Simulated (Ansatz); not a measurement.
Computed with Ansatz on PBE0-D4/def2-TZVP structures; ΔE is electronic, products minus reactants. CBS: MP2 limit from def2 TZ/QZ plus the TZ coupled-cluster correction, frozen cores. This one scheme is used for every species, atoms too. Functionals use def2-TZVPP. HSE06 is defined as in plane-wave codes. No spin–orbit coupling; open shells (•) take unrestricted orbitals. Spin–orbit coupling would lower the free atoms: a little for F.

Reaction (hydrogen abstraction from the Si–H bond): trisilane + F• → `[SiH3][SiH][SiH3]`• + H–F

Q: Is it downhill or uphill in electronic energy at CCSD(T)/CBS, and by how much? (Best estimate.)

A: Ansatz gave: Downhill: ΔE = -214.3 kJ/mol.

Q: What do these levels give: BLYP-D4, PBE0-D4, HSE06-D4, ωB97M-V, r2SCAN0, HSE06, CAM-B3LYP, LC-ωPBE, HF/def2-SVP, HF/def2-TZVPP, CCSD/def2-TZVPP, MP2/def2-QZVPP? (An estimate is asked.)

A: Computed: BLYP-D4 -219.3, PBE0-D4 -209.1, HSE06-D4 -209.8, ωB97M-V -200.4, r2SCAN0 -198.1, HSE06 -210.3, CAM-B3LYP -205.6, LC-ωPBE -213.4, HF/def2-SVP -97.1, HF/def2-TZVPP -107.0, CCSD/def2-TZVPP -195.7, MP2/def2-QZVPP -236.6 kJ/mol.

Q: What do rigid-rotor, harmonic-oscillator terms from PBE0-D4/def2-TZVP frequencies (298.15 K, 1 bar) make of the CCSD(T)/CBS value? (Best estimate.)

A: The calculation gave: ΔZPE = +1.6 kJ/mol, ΔH = -210.5 kJ/mol, ΔS = 26 J/(mol·K), ΔG = -218.2 kJ/mol. Open shells count their whole term as degenerate.

Largest T1 diagnostic among the species: 0.015.

Leaving LDA and LC-ωPBE aside and taking each functional with its dispersion term where it has one, the values, not all of them listed here, spread over 59.1 kJ/mol, from PBE-D4 to BHLYP-D4. LDA lies −44.0 kJ/mol from PBE without D4. At CCSD(T), def2-SVP lies +38.4 kJ/mol from the extrapolated value and def2-TZVPP +12.1 kJ/mol.
